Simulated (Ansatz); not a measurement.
## One element changed: atomization energies of AlNC, AlNGe

Ansatz 0.2.0, basis cc-pVDZ; geometries are PBE0/def2-TZVP minima. Wave-function levels freeze the cores with the filled d shells of p-block atoms; HF, MP2 and coupled cluster are restricted for singlets and unrestricted otherwise, atoms included (their steps beyond CCSDT(Q) come from restricted open-shell runs), restricted open-shell where a d shell is frozen. NEVPT2 and MRCISD+Q stand on CASSCF in the full valence space, and MRCISD+Q is size-consistent only roughly. The reference is CCSDTQ (coupled cluster only where its series has nearly closed). An error is the level's value less the reference. None of these values is a measured one. Energies are electronic, without zero-point terms. No spin–orbit coupling and no scalar relativity. The set is small: it underbinds, by tens of kJ/mol for each bond, so near ties and functionals' places can change in larger sets. The species are chosen: bound, without strong static correlation by their natural occupations or amplitudes, in their lowest spin state as far as vertical gaps and like structures tell, and with a ladder that closes on the reference, so errors are smaller than for species at large; levels whose determinant breaks symmetry or spin markedly are left out.

```csv
species,bonds (Å),quantity,symmetry of the states,reference,value (kJ/mol),error CCSD,error CCSD(T),error CCSDT,error NEVPT2,error MRCISD+Q
"AlNC, singlet","N–Al 1.858, C–N 1.176, angle at N 180°",atomization,Σ⁺,CCSDTQ,1111.8,-31.6,-1.9,-2.6,6.6,-14.4
"AlNGe, singlet","N–Al 1.799, N–Ge 1.673, angle at N 180°",atomization,Σ⁺,CCSDTQ,751.7,-39.2,-3.3,-4.2,-13.6,-20.0
```

The reference falls from C to Ge, by 360.1 kJ/mol in all.
